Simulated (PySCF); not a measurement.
The group X on HS-X is varied. All species are isolated molecules in the gas phase. One relaxed conformer stands for each flexible species; it need not be the lowest. Strings in code marks are SMILES.

All values below come from PBE-D3(BJ)/def2-TZVP // B3LYP-D3(BJ)/def2-TZVP in PySCF. Delta-SCF ions had no search for a lower state. 

```
species                                             S1 oscillator strength  vertical ionisation energy (Delta-SCF) (eV)  LUMO (eV)
--------------------------------------------------  ----------------------  -------------------------------------------  ---------
X = H (`S`)                                                              –                                        10.35      -0.43
X = dimethylamino (`CN(S)C` (C–N–S–H torsion 67°))                   0.006                                            –      -0.69
X = trifluoromethyl                                                  0.000                                        10.65      -1.43
X = methylsulfinyl                                                   0.022                                            –      -2.23
X = fluoromethyl (`FCS` (F–C–S–H torsion 76°))                       0.004                                        10.06      -0.75
X = trichlorosilyl (`S[Si](Cl)(Cl)Cl`)                               0.005                                         9.92      -1.68
```
